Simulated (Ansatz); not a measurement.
CsCl-type TlBr was calculated with LDA (Ansatz, a program for electronic structure, PAW).

Run with plane-wave cutoff 520 eV, 6×6×6 k mesh, perturbation theory, scalar-relativistic PAW data made under PBE.

Computed at the level's own relaxed cell.

```cif
data_BrTl
_chemical_formula_sum 'Tl1 Br1'
_space_group_name_H-M_alt 'Pm-3m'
_space_group_IT_number 221
_space_group_name_Hall '-P 4 2 3'
_cell_length_a 3.84029
_cell_length_b 3.84029
_cell_length_c 3.84029
_cell_angle_alpha 90.000
_cell_angle_beta 90.000
_cell_angle_gamma 90.000
loop_
_atom_site_label
_atom_site_type_symbol
_atom_site_symmetry_multiplicity
_atom_site_Wyckoff_symbol
_atom_site_fract_x
_atom_site_fract_y
_atom_site_fract_z
_atom_site_occupancy
Tl1 Tl 1 a 0.00000 0.00000 0.00000 1
Br1 Br 1 b 0.50000 0.50000 0.50000 1
```

Harmonic phonon frequencies (cm⁻¹; i marks an imaginary mode; at Γ without the LO shift):

```csv
q point,frequencies
Γ,(withheld)
X,(withheld)
M,19 36 36 51 74 74
R,44 44 44 99 99 99
```

### Question
What belongs in the gaps?

### Answer

- Γ, frequencies: 0 0 0 46 46 46
- X, frequencies: 24 24 66 66 69 114

No imaginary mode appears at these points.

Note: the run warned that the k mesh is coarse for the response to a field.
